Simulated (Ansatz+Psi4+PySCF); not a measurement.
The numbers below are computed, except where a source is named.
A run of Ansatz (development build ahead of 0.2.0) on doublet N2H6(+) in separate pieces at this shape:

```yaml
atoms:
  - { symbol: N, position_ang: [0.1165, 0.0000, -3.0000] }
  - { symbol: H, position_ang: [-0.2718, 0.9397, -3.0000] }
  - { symbol: H, position_ang: [-0.2718, -0.4699, -2.1862] }
  - { symbol: H, position_ang: [-0.2718, -0.4699, -3.8138] }
  - { symbol: N, position_ang: [-0.1165, 0.0000, 3.0000] }
  - { symbol: H, position_ang: [0.2718, -0.9397, 3.0000] }
  - { symbol: H, position_ang: [0.2718, 0.4699, 2.1862] }
  - { symbol: H, position_ang: [0.2718, 0.4699, 3.8138] }
```

Its results:

* Converged: yes
* Reference energy: -112.08739 hartree
* Correlation energy: -0.41952 hartree
* Total energy: -112.50691 hartree
* Spin squared of the determinant: 0.750
* Stability test: minimum among restricted orbitals

Problem. Which input gives this output? Name the method, the orbitals and the basis set, and write the input.

Solution. ROHF-MP2 in cc-pVTZ.

```yaml
crystal:
  periodic: [false, false, false]
  atoms:
    - { symbol: "N", position_ang: [0.11649, 0.0, -3.0] }
    - { symbol: H, position_ang: [-0.27181, 0.93973, -3.0] }
    - { symbol: H, position_ang: [-0.27181, -0.46986, -2.18617] }
    - { symbol: H, position_ang: [-0.27181, -0.46986, -3.81383] }
    - { symbol: "N", position_ang: [-0.11649, 0.0, 3.0] }
    - { symbol: H, position_ang: [0.27181, -0.93973, 3.0] }
    - { symbol: H, position_ang: [0.27181, 0.46986, 2.18617] }
    - { symbol: H, position_ang: [0.27181, 0.46986, 3.81383] }
basis:
  gaussian: { orbitals: cc-pVTZ }
total_charge: 1
magnetization:
  initial_magnetization: 1
hamiltonian:
  xc: hf
correlation:
  method: mp2
  frozen_orbitals: { H: 0, "N": 1 }
```

Caution: MP2 on this radical cation hangs on the determinant chosen; the charge can sit on one fragment and break the point group; the determinant breaks the point group; another reference gives a lower total.
